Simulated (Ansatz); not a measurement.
`NC(N)(O)F` + H₂S → `NC(N)(F)S` + H₂O  (substitution at a C–O bond)

Isolated molecules relaxed with PBE0-D4/def2-TZVP in Ansatz; ΔE leaves out vibrations. CCSD(T)/CBS is the MP2 limit (def2-TZVPP, def2-QZVPP) plus CCSD(T) − MP2 in def2-TZVPP, frozen cores. This one scheme is used for every species. Functionals use def2-TZVPP. HSE06 is defined as in plane-wave codes. Each species was taken in one conformer, which may not be the lowest.

| level | ΔE (kJ/mol) | difference from CCSD(T)/CBS |
| --- | --- | --- |
| PBE-D4 | 13.4 | -3.2 |
| PBE0-D4 | 20.9 | 4.3 |
| r2SCANh-D4 | 24.5 | 7.9 |
| HSE06-D4 | 20.9 | 4.3 |
| ωB97X-V | 25.8 | 9.2 |
| BLYP | 19.8 | 3.2 |
| r2SCAN | 23.8 | 7.2 |
| PBE0 | 24.2 | 7.6 |
| HSE06 | 24.1 | 7.5 |
| HF/def2-SVP | 67.5 | 50.9 |
| CCSD/def2-SVP | 49.9 | 33.3 |
| HF/def2-TZVPP | 47.2 | 30.6 |
| CCSD(T)/def2-TZVPP | 25.5 | 8.9 |
| HF/def2-QZVPP | 46.4 | 29.8 |
| MP2/def2-QZVPP | 11.6 | -5.0 |
| HF/CBS(def2) | 46.3 | 29.7 |
| CCSD(T)/CBS | 16.6 | 0 |

Largest T1 diagnostic among the species: 0.011.

From BLYP to BHLYP (50 % exact exchange), in def2-TZVPP and without D4, ΔE moves by +14.0 kJ/mol. Leaving LDA and LC-ωPBE aside and taking each functional with its dispersion term where it has one, the values, not all of them listed here, spread over 18.9 kJ/mol, from revPBE-D4 to BHLYP-D4. LDA lies +5.9 kJ/mol from PBE without D4.

CCSD(T)/CBS has its own doubt, a few kJ/mol and more with outer-core shells, so smaller differences from it don't rank the levels.
